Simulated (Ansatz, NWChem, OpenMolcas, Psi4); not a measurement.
## Abstraction of F: CH3F + MgH → CH3 + MgHF

Species: CH3F `CF`, singlet; MgH, doublet; CH3 (methyl radical) `[CH3]`, doublet; MgHF `[F][MgH]`, singlet. A radical takes F: the energy is the difference in strength between the C–F bond broken and the Mg–F bond made.

Shapes, held fixed at every level: PBE0-D4/def2-TZVP. Programs: Ansatz 0.2.0, NWChem 7.3.0, OpenMolcas 26.06, Psi4 1.11. A level may come from different programs for different species; with the same settings they agree closely. The zero-point and thermal change to 298 K, harmonic and unscaled (PBE0-D4/def2-TZVP), is -13.0 kJ/mol.

```csv
level,kind,ΔH(298 K) (kJ/mol),less CCSD(T)/def2-TZVPP
MP2/def2-SVP,perturbation theory,-139.6,-8.4
SPW92/def2-TZVPP,LDA,-82.7,+48.5
PBE-D4/def2-TZVPP,GGA,-111.7,+19.5
B3LYP/6-31G* (Cartesian functions),global hybrid,-126.0,+5.2
BHLYP-D4/def2-TZVPP,global hybrid,-134.4,-3.2
wB97M-V/def2-TZVPP,range-separated hybrid,-134.6,-3.4
B2PLYP/def2-TZVPP,double hybrid,-136.0,-4.8
CCSD(T)/def2-TZVPP,coupled cluster or CI,-131.2,0.0
```

The highest level, CCSD(T)/def2-TZVPP, gives ΔH(298 K) = -131.2 kJ/mol; the levels span -139.6 to -82.7. The column of differences is taken from that level and isn't an error. No measured value is set beside it here. Open shells run unrestricted. Outer-core shells of Mg are correlated in most correlated rows, in sets that cover them unevenly.
